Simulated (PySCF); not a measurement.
## Worked example: entropy of an ideal gas

C₄H₅N, SMILES c1cc[nH]c1.

Geometry optimised at PBE-D3(BJ)/def2-SVP.

PBE-D3(BJ)/def2-SVP (PySCF) gives the harmonic wavenumbers 506, 614, 632, 660, 701, 806, 843, 859, 867, 1005, 1029, 1063, 1128, 1164, 1257, 1408, 1440, 1472, 1538, 3174, 3185, 3199, 3204, 3587 cm⁻¹ and the rotational temperatures 0.4342, 0.4260, 0.2150 K. The molar mass is 67.09 g/mol, the symmetry number 2, the spin multiplicity 1.

Work out the entropy at 298.15 K and 1 atm in the rigid-rotor, harmonic-oscillator model.


Translation (Sackur–Tetrode at 1 atm): S = R[1.5 ln M + 2.5 ln T − 1.16487] = 161.2 J/(mol K).
Rotation: q = (√π/σ) T^1.5/√(θA θB θC) = 22900, S = R[ln q + 3/2] = 95.9 J/(mol K).
Vibration: with u = 1.4388 ν/T, each mode gives R[u/(e^u − 1) − ln(1 − e^−u)]:
```
ν (cm⁻¹)  modes     u  S (J/(mol K))
--------  -----  ----  -------------
506           1  2.44           2.69
614           1  2.96           1.78
632           1  3.05           1.66
660           1  3.18           1.49
701           1  3.38           1.28
806           1  3.89           0.85
843           1  4.07           0.73
859           1  4.15           0.69
867           1  4.18           0.67
1005          1  4.85           0.38
1029          1  4.97           0.35
1063          1  5.13           0.30
1128          1  5.44           0.23
1164          1  5.62           0.20
1257          1  6.07           0.14
1408          1  6.79           0.07
1440          1  6.95           0.06
1472          1  7.10           0.06
1538          1  7.42           0.04
```
The stiffer modes add less than 0.005 each. Sum 13.7 J/(mol K).
Spin: R ln 1 = 0.0 J/(mol K).
Total 270.8 J/(mol K); the program's own thermochemistry gives 270.8. Translation makes up 60 % and vibration 5 %. Anharmonicity, hindered rotation and orbital degeneracy are left out.
